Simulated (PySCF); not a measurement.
ClNa, SMILES [Na][Cl] (connectivity only; charge and spin as stated), charge +1, multiplicity 2.

Geometry: PBE-D3(BJ)/def2-TZVPD. The spin state was assumed, not searched.

Calculation: PBE-D3(BJ)/def2-TZVPD (PySCF 2.14.0).

Frequencies are harmonic and unscaled.

Computed harmonic wavenumbers and intensities:
```tsv
mode	ν (cm⁻¹)	IR (km/mol)	moving atoms (share of kinetic energy)
1	149	31.7	Na 61 %, Cl 39 %
```
